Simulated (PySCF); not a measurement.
Compound: C₇H₅N.
Cartesian coordinates in Å at the GFN2-xTB level; atoms count from 1:
```
atom  x, y, z in Å
N1     3.5601    0.6270    0.0347
C2     2.4310    0.4290    0.0240
C3     1.0380    0.1836    0.0098
C4     0.1431    1.2500    0.1008
C5    -1.2161    1.0024    0.0857
C6    -1.6866   -0.2974   -0.0210
C7    -0.7974   -1.3573   -0.1106
C8     0.5644   -1.1245   -0.0940
H9     0.5206    2.2586    0.1818
H10   -1.9113    1.8255    0.1583
H11   -2.7497   -0.4850   -0.0342
H12   -1.1670   -2.3687   -0.1926
H13    1.2664   -1.9426   -0.1606
```

Level of theory: PySCF 2.14.0, density-fitted response routines, TDDFT wB97X-D/def2-SVPD, vertical, gas phase, core orbitals frozen in the response.

Ground-to-excited transition dipoles (e·a0, same axes as the geometry; the sign carries no meaning), for the states with f of 0.002 or more among the lowest 7:

```
state  E (hartree)      μx      μy      μz
   S1       0.1955  -0.041   0.234   0.019
   S2       0.2131  -1.199  -0.211  -0.012
   S4       0.2525   0.273  -1.543  -0.128
   S5       0.2554   1.849   0.325   0.021
   S7       0.2836  -0.002   0.017  -0.161
```

Problem. What oscillator strength does each state have?

Solution. f = (2/3) ΔE |μ|² with ΔE in hartree (27.2114 eV).

```
state  |μ|² (au)  |μ| (D)      f
   S1      0.057     0.61  0.007
   S2      1.482     3.09  0.211
   S4      2.473     4.00  0.416
   S5      3.527     4.77  0.600
   S7      0.026     0.41  0.005
```

Problem. Label these states by symmetry in C2v.

Solution. Polarised along the twofold axis, so A1: S2 and S5. Polarised across the twofold axis, so B1 or B2: S1, S4 and S7. Which of B1 and B2 hangs on the choice of axes; S1 and S4 take one label and S7 the other.

Problem. All atoms lie in one plane. Which transitions are polarised in it and which across it?

Solution. In the plane: S1, S2, S4 and S5. Perpendicular: S7. States polarised in the plane are symmetric under reflection in it, those polarised across it antisymmetric.

Problem. Which bond between heavy atoms lies closest to the direction of the S5 transition dipole?

Solution. C2–C3, N1–C2, C7–C8 and C4–C5, at 0° from it; next C3–C4, C6–C7, C3–C8 and C5–C6 at 60°.

Problem. What angle do the transition dipoles of S4 and S5 make?

Solution. |cos θ| = |μa·μb| / (|μa| |μb|) = 0.00, so θ ≈ 90° (taken between 0 and 90°, since the signs are arbitrary).

Problem. What peak molar absorption coefficient would the strongest computed level give as a lone Gaussian band 0.3 eV wide at half height?

Solution. ε(max) = 2.175×10⁸ f / FWHM, with the width in cm⁻¹. S5: 2.175×10⁸ × 0.6004 / 2420 ≈ 54000 L mol⁻¹ cm⁻¹.
